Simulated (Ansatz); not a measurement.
System: hcp Hf. Method: r²SCAN0 (plane waves, PAW; Ansatz, a quantum-chemistry and plane-wave program).

Run with plane-wave cutoff 520 eV, 12×12×6 k mesh (along the axes of the cell as run), Fermi–Dirac smearing 0.05 eV, scalar-relativistic PAW data made under PBE.

Computed at the level's own relaxed cell.

Problem. Predict the equilibrium lattice constant a and lattice parameter c.

Solution. 
- equilibrium lattice constant a = 3.215 Å
- lattice parameter c = 5.072 Å

Measured, for comparison: lattice constant a 3.194 Å (293 K, no zero-point or thermal correction, our sources range from 3.194 to 3.200; as tabulated in Wikipedia's data pages); lattice parameter c 5.051 Å (293 K, no zero-point or thermal correction; as tabulated in Wikipedia's data pages). Computed (rounded) less measured: lattice constant a +0.7 % (+0.5 % to +0.7 % over the range), lattice parameter c +0.4 %.

Spin–orbit coupling is not included.

The computed numbers hold no vibrational or temperature effects.

The result took very roughly 2.2 core-hours.
